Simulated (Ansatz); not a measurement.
# BHF (quartet): wave-function methods side by side, def2-TZVPP

One table from this session's results is given with a row withheld; the runs are named, their logs left out.

Computed with Ansatz 0.2.0, Gaussian basis. Level: def2-TZVPP, core rule «outside noble gas», up to 2 orbitals frozen.

The runs, in order: UHF; ROHF; CCSD(T) on UHF.

2 further runs of the same task are left out: 2 set aside as unsound or not needed.

### What is computed

The geometry is a PBE0/def2-TZVP stationary point (not a proven minimum) of the parent state, kept for this charge and spin.

3 atoms, charge 0, spin multiplicity 4.

Atoms are counted from 1 here; the program's logs count them from 0.

Bond lengths: B1–F2 1.301 Å, B1–H3 1.206 Å. Angles: F2–B1–H3 121.0°.

Coordinates:

```xyz
3
charge 0, multiplicity 4
B     0.0000   -0.1933    0.7581
F     0.0000    0.0733   -0.5151
H     0.0000    0.6919    1.5776
```

Set-up of the first run:

Input file in.yaml:

```yaml
crystal:
  periodic: [false, false, false]
  atoms:
    - {symbol: B, position_ang: [0.000000, -0.193343, 0.758138]}
    - {symbol: F, position_ang: [0.000000, 0.073312, -0.515115]}
    - {symbol: H, position_ang: [0.000000, 0.691921, 1.577603]}
basis:
  gaussian: {orbitals: def2-TZVPP}
magnetization: {spin_polarized: true, initial_magnetization: 3}
hamiltonian: {xc: hf}
output: {orbitals: {seedname: orbitals}}
```

Launch:

```bash
$ ansatz run in.yaml --threads 1 --pin off --events-out ev --progress --plain --max-ram 4096MiB --backend cpu
```

Among the steps run: UHF; ROHF; CCSD(T) on UHF.

One of the session's tables, all rows but one given; the rest of the session is left out.

It belongs to the step «Misses and costs». 

```
  method  from UCCSD(T) (kcal/mol)
    ROHF                   +201.30
     UHF                   +200.40
    UMP2                         ?
   UCCSD                     +6.26
UCCSD(T)                         0
```

Estimate the missing values for UMP2.

The run gave: from UCCSD(T) (kcal/mol): +11.81. In the column «from UCCSD(T) (kcal/mol)» it lies between UCCSD (+6.26) and UHF (+200.40).
